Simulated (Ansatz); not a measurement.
The inner images of a band of C3H5N (9 atoms, charge 0, multiplicity 1) are given out of order.

Level of theory: Ansatz 0.2.0, RKS PBE0-D4/STO-3G.

Image 0:

```xyz
9
Properties=species:S:1:pos:R:3
C -0.195 1.403 -0.572
C 0.039 0.392 0.273
C 0.021 -1.037 -0.145
N 0.238 -2.091 0.607
H -0.416 1.223 -1.629
H -0.177 2.448 -0.247
H 0.259 0.587 1.331
H -0.202 -1.218 -1.210
H 0.434 -1.708 1.592
```

Image 6:

```xyz
9
Properties=species:S:1:pos:R:3
C -0.211 1.444 -0.633
C 0.046 0.565 0.342
C 0.071 -0.903 0.118
N 0.331 -1.712 1.121
H -0.417 1.118 -1.657
H -0.226 2.523 -0.452
H 0.252 0.895 1.368
H -0.138 -1.226 -0.921
H 0.293 -2.704 0.715
```

Q: Put them in order from the first end to the last, with their energies above the first end.
A.
```xyz
9
Properties=species:S:1:pos:R:3
C -0.171 1.468 -0.638
C 0.067 0.538 0.289
C 0.001 -0.945 -0.025
N 0.218 -1.867 0.790
H -0.426 1.187 -1.665
H -0.126 2.541 -0.425
H 0.323 0.813 1.320
H -0.268 -1.121 -1.102
H 0.382 -2.614 1.456
```
B.
```xyz
9
Properties=species:S:1:pos:R:3
C -0.192 1.404 -0.593
C 0.053 0.457 0.325
C 0.025 -0.990 -0.073
N 0.212 -2.132 0.543
H -0.414 1.142 -1.634
H -0.185 2.476 -0.365
H 0.273 0.738 1.363
H -0.210 -1.101 -1.146
H 0.439 -1.995 1.580
```
C.
```xyz
9
Properties=species:S:1:pos:R:3
C -0.182 1.473 -0.632
C 0.065 0.528 0.278
C 0.006 -0.956 -0.024
N 0.277 -1.709 0.973
H -0.443 1.206 -1.659
H -0.135 2.541 -0.400
H 0.328 0.789 1.313
H -0.269 -1.161 -1.090
H 0.353 -2.710 1.241
```
D.
```xyz
9
Properties=species:S:1:pos:R:3
C -0.204 1.471 -0.634
C 0.052 0.531 0.279
C 0.040 -0.942 0.036
N 0.327 -1.652 1.100
H -0.450 1.216 -1.669
H -0.178 2.536 -0.385
H 0.297 0.797 1.316
H -0.209 -1.247 -1.007
H 0.326 -2.710 0.963
```
E.
```xyz
9
Properties=species:S:1:pos:R:3
C -0.185 1.446 -0.628
C 0.055 0.522 0.316
C 0.025 -0.949 -0.014
N 0.199 -2.076 0.589
H -0.411 1.167 -1.665
H -0.170 2.523 -0.421
H 0.277 0.824 1.344
H -0.214 -1.097 -1.093
H 0.424 -2.360 1.572
```

A: B (+2.7 kcal/mol), E (+17.8 kcal/mol), A (+40.6 kcal/mol), C (+22.8 kcal/mol), D (+4.0 kcal/mol).

Run time: 3 min on 1 thread of Intel(R) Xeon(R) Processor @ 2.50GHz (Skylake/Cascade Lake), with other jobs on the host, peak memory 0.098 GiB.
